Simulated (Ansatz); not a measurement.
Reaction (homolysis of the C–O bond): `OC1CC1` → `[CH]1CC1`• + `[OH]`•

Gas-phase electronic energies from Ansatz, PBE0-D4/def2-TZVP geometries. CBS: MP2 limit from def2 TZ/QZ plus the TZ coupled-cluster correction, frozen cores. This one scheme is used for every species. DFT in def2-TZVPP. HSE06 is defined as in plane-wave codes. No spin–orbit coupling; open shells (•) take unrestricted orbitals. Each species was taken in one conformer, which may not be the lowest.

| species | HSE06 energy (Eh) |
| --- | --- |
| `OC1CC1` | -192.95579 |
| `[CH]1CC1`• | -117.10585 |
| `[OH]`• | -75.68366 |

Task: Work out ΔE.

Result: ΔE = (-117.10585) + (-75.68366) − (-192.95579) = 0.16628 Eh = +436.6 kJ/mol. CCSD(T)/CBS gives +453.4 kJ/mol.

Largest T1 diagnostic among the species: 0.012.

In def2-TZVPP, CCSD(T) changes the Hartree–Fock value by +157.2 kJ/mol (the triples alone add +13.2 kJ/mol) and MP2 by +190.1 kJ/mol; breaking electron pairs costs correlation energy, which Hartree–Fock lacks. At CCSD(T), def2-SVP lies −16.1 kJ/mol from the extrapolated value and def2-TZVPP −11.3 kJ/mol: correlation converges slowly with the basis, and small sets miss more of it in the bonded molecule than in its fragments. From r2SCAN to r2SCAN0 (25 % exact exchange), in def2-TZVPP and without D4, ΔE moves by −9.9 kJ/mol: exact exchange takes away binding that semilocal exchange gives to molecules.
